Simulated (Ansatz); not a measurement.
A run on `O=COC=S` with other settings.

```yaml
crystal:
  periodic: [false, false, false]
  atoms:
    - {symbol: O, position_ang: [-0.514576, -1.566910, 0.848466]}
    - {symbol: C, position_ang: [0.499871, -0.844283, 0.831696]}
    - {symbol: O, position_ang: [0.665969, 0.354124, 0.055755]}
    - {symbol: C, position_ang: [-0.414286, 0.772806, -0.775641]}
    - {symbol: S, position_ang: [-0.323775, 2.154902, -1.722087]}
    - {symbol: H, position_ang: [1.467741, -1.015906, 1.432008]}
    - {symbol: H, position_ang: [-1.316581, 0.073972, -0.718182]}
basis:
  gaussian: {orbitals: aug-cc-pVDZ, nuclear_model: gaussian}
hamiltonian: {xc: {name: wB97X}}
output: {forces: true}
```

```sh
$ ansatz run in.yaml --threads 2 --pin off --events-out ev --progress --plain --max-ram 4352MiB
```

Output, abridged:

```
Functional definition: wB97X
1364 factors; integrals over basis functions are off by at most 7.4e-4 eV
505 factors; integrals over basis functions are off by at most 9.5e-6 eV
mean field evaluation 1: about -17029.7518 eV, gradient 4.7e1 eV
mean field evaluation 2: about -17027.3570 eV, gradient 6.3e1 eV
mean field evaluation 4: about -17033.8498 eV, gradient 4.2e0 eV
mean field evaluation 8: about -17033.8922 eV, gradient 2.6e-1 eV
mean field evaluation 16: about -17033.8925 eV, gradient 3.8e-4 eV
mean field -17033.89252452 eV, -625.9840042892 hartree, gradient 6.4e-5 eV, S^2 0.000000; 0 other end points of the search recorded, 0 dependent functions left out
reference -17033.89247052 eV, -625.9840023048 hartree; 23, 23 occupied and 114, 114 virtual orbitals, 1364 factors
Total energy: -17033.89247052 eV, -625.9840023048 hartree
Atom 0 at    -0.514576    -1.566910     0.848466 Å, force     3.589615     2.720943    -0.176364 eV/Å
Atom 1 at     0.499871    -0.844283     0.831696 Å, force    -2.156655    -1.063193    -0.302819 eV/Å
Atom 2 at     0.665969     0.354124     0.055755 Å, force    -1.642836    -0.910422    -0.157292 eV/Å
Atom 3 at    -0.414286     0.772806    -0.775641 Å, force     0.361186     0.547962    -0.215628 eV/Å
Atom 4 at    -0.323775     2.154902    -1.722087 Å, force    -0.024410    -2.464193     1.754984 eV/Å
Atom 5 at     1.467741    -1.015906     1.432008 Å, force    -1.334722     0.284559    -0.862312 eV/Å
Atom 6 at    -1.316581     0.073972    -0.718182 Å, force     1.207822     0.884344    -0.040568 eV/Å
Dipole moment:     0.227276    -0.201286     0.256877 e Å
```

Run time 7 s (2 threads of an Arm Neoverse V2 on a shared host); peak host memory 0.44 GiB.
